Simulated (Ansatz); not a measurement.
# CH4O (triplet): from Hartree-Fock to the top rungs at distance C1–H5 along a hydrogen transfer = 1.013 Å, cc-pVDZ

An exercise on one series of results from a longer session: the logs are not shown, and one member is left open.

Program: Ansatz 0.2.0, Gaussian basis. Level of theory: cc-pVDZ, core rule «outside noble gas», up to 2 orbitals frozen. These are calculated values, not measurements.

Plan: UHF; CCSD(T) on ROHF; CCSD(T) on UHF; BCCD(T) on ROHF; CISD; CCSDT(Q) on ROHF; CCSDT(Q) on UHF; CASSCF and MRCISD+Q, 4 electrons in 4 orbitals; CASSCF and NEVPT2, 4 electrons in 4 orbitals.

7 further runs of the same task are left out: 1 for a mislabelled method, 5 that didn't finish, 1 set aside as unsound or not needed.

**The geometry**

The geometry derives from fragments relaxed apart (PBE0/def2-TZVP) and kept rigid, so it is no stationary point. A hydrogen atom is moved between rigid fragments.

6 atoms, charge 0, spin multiplicity 3.

Atoms are counted from 1 here; the program's logs count them from 0.

Bond lengths: C1–H2 1.090 Å, C1–H3 1.090 Å, C1–H4 1.090 Å, C1–H5 1.013 Å. Angles: H2–C1–H3 109.5°, H2–C1–H4 109.5°, H2–C1–H5 109.5°, H3–C1–H4 109.5°, H3–C1–H5 109.5°, H4–C1–H5 109.5°.

The first run:

The input, in.yaml:

```yaml
crystal:
  periodic: [false, false, false]
  atoms:
    - {symbol: C, position_ang: [-1.162522, 0.000000, 0.000000]}
    - {symbol: H, position_ang: [-1.525728, 1.027301, 0.000000]}
    - {symbol: H, position_ang: [-1.525728, -0.513650, 0.889668]}
    - {symbol: H, position_ang: [-1.525728, -0.513650, -0.889669]}
    - {symbol: H, position_ang: [-0.149522, 0.000000, 0.000000]}
    - {symbol: O, position_ang: [1.170478, 0.000000, 0.000000]}
basis:
  gaussian: {orbitals: cc-pVDZ}
magnetization: {spin_polarized: true, initial_magnetization: 2}
hamiltonian: {xc: hf}
output: {orbitals: {seedname: orbitals}}
```

Command:

```console
$ ansatz run in.yaml --threads 1 --pin off --events-out ev --progress --plain --max-ram 2393MiB
```

Among the steps run: UHF; CCSD(T) on ROHF; CCSD(T) on UHF; BCCD(T) on ROHF; CISD; CCSDT(Q) on ROHF; CCSDT(Q) on UHF; CASSCF and MRCISD+Q, 4 electrons in 4 orbitals; CASSCF and NEVPT2, 4 electrons in 4 orbitals.

One of the session's tables, all rows but one given; the rest of the session is left out.

It belongs to the step «Misses and costs». 

| method | from UCCSDT(Q) (kJ/mol) |
| --- | --- |
| ROHF | +863.7 |
| UHF | +843.6 |
| RMP2 | +119.5 |
| UMP2 | +118.6 |
| CISD | +80.4 |
| RCCSD | +17.8 |
| UCCSD | +17.4 |
| RCCSD(T) | +2.5 |
| UCCSD(T) | +2.4 |
| BCCD(T) | +2.6 |
| RCCSDT | +0.9 |
| UCCSDT | ? |
| RCCSDT(Q) | +0.1 |
| UCCSDT(Q) | 0 |
| CASSCF pair | +823.5 |
| NEVPT2 pair | +121.4 |
| MRCISD pair | +74.9 |
| MRCISD+Q pair | +7.5 |

**Question.** Estimate the row for UCCSDT.

The run gave: from UCCSDT(Q) (kJ/mol): +0.8. In the column «from UCCSDT(Q) (kJ/mol)» it lies between RCCSDT(Q) (+0.1) and RCCSDT (+0.9).

Caveats from the session: Restricted and unrestricted rows rest on different reference determinants; where their highest levels disagree by more than a few hundredths of an eV, they describe different states and don't form one ladder.
